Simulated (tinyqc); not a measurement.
A ladder of methods, and size consistency: correlation methods against full CI in the sto-6g basis, for HF, spin multiplicity 1. Computed by the program tinyqc with PySCF. 

Geometry (angstrom):
```
atom,x,y,z
F,0.0000,0.0000,0.0000
H,0.0000,0.0000,1.1050
```

RHF energy of one = -99.479929 hartree

All electrons correlated; +Q is the Davidson correction (1 - c0^2) E_corr. The last columns treat two copies 100 angstrom apart as one system. FCI is the lowest singlet.

Correlation energies (hartree):
```
method,E_corr of one,share of FCI (%),E_corr of two at 100 angstrom,two minus twice one (mhartree)
MP2,-0.027023,62.0014,-0.054046,0.0000
CISD,-0.043584,100.0000,-0.084333,2.8349
CISD+Q,-0.045100,103.4787,-0.089640,0.5605
CCSD,-0.043584,100.0000,-0.087168,0.0000
CCSD(T),-0.043584,100.0000,-0.087168,0.0000
FCI,-0.043584,100.0000,-,-
```

MP2 recovers 62 %, CISD 100.0 % and CCSD 100.0 % of the FCI value (c0^2 = 0.965 in CISD). MP2 and coupled cluster are size consistent, so their last column vanishes; CISD loses 2.83 mhartree, since a double excitation on each copy is a quadruple of the pair, and the Davidson correction leaves +0.56. With two electrons, or one virtual orbital, CISD and CCSD are exact for one copy, so +Q overshoots there.
